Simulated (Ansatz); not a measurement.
Input file:

```yaml
crystal:
  periodic: [false, false, false]
  atoms:
    - {symbol: N, position_ang: [-1.772507, -0.012635, -0.019666]}
    - {symbol: H, position_ang: [-2.069787, 0.955198, -0.019665]}
    - {symbol: H, position_ang: [-2.069786, -0.414934, 0.860594]}
    - {symbol: H, position_ang: [-0.444507, -0.012635, -0.019666]}
    - {symbol: Si, position_ang: [1.048493, -0.012634, -0.019666]}
basis:
  gaussian: {orbitals: cc-pVDZ}
magnetization: {spin_polarized: false, initial_magnetization: 2}
correlation: {method: bccd_t, electrons: outside_noble_gas}
```

```sh
$ ansatz run in.yaml --threads 1 --pin off --events-out ev --progress --plain --max-ram 2393MiB
```

Problem. Roughly how long does this take on 1 thread of Arm Neoverse V1, shared host, and how much host memory?

Solution. 15 s wall and 0.2 GiB.

```
452 factors; integrals over basis functions are off by at most 1.4e-3 eV
mean field evaluation 1: about -9383.4354 eV, gradient 3.0e1 eV
mean field evaluation 2: about -9383.4361 eV, gradient 3.0e1 eV
mean field evaluation 4: about -9386.2919 eV, gradient 2.1e0 eV
mean field evaluation 8: about -9386.3938 eV, gradient 2.3e-1 eV
mean field evaluation 16: about -9383.4359 eV, gradient 3.0e1 eV
mean field evaluation 32: about -9386.3968 eV, gradient 3.0e-4 eV
mean field evaluation 64: about -9383.9794 eV, gradient 2.3e1 eV
mean field evaluation 96: about -9386.3640 eV, gradient 8.0e-1 eV
mean field evaluation 128: about -9386.3595 eV, gradient 8.3e-2 eV
mean field evaluation 160: about -9380.5776 eV, gradient 1.3e0 eV
...
cycle  12  -8.00515705 eV  change   -2.2e-4 eV  update   3.6e-4
cycle  13  -8.00569644 eV  change   -5.4e-4 eV  update   2.7e-4
cycle  14  -8.00570839 eV  change   -1.2e-5 eV  update   1.6e-4
cycle  15  -8.00578161 eV  change   -7.3e-5 eV  update   9.1e-5
cycle  16  -8.00576979 eV  change    1.2e-5 eV  update   4.3e-5
cycle  17  -8.00577320 eV  change   -3.4e-6 eV  update   2.1e-5
cycle  18  -8.00581198 eV  change   -3.9e-5 eV  update   9.5e-6
cycle  19  -8.00578883 eV  change    2.3e-5 eV  update   5.2e-6
cycle  20  -8.00580478 eV  change   -1.6e-5 eV  update   3.4e-6
cycle  21  -8.00579872 eV  change    6.1e-6 eV  update   1.7e-6
perturbative correction -0.28789836 eV, -0.0105800697 hartree
Total energy: -9394.65322754 eV, -345.2471381875 hartree
```

For the same geometry and basis UCCSDT(Q) lies 64.0 meV lower.
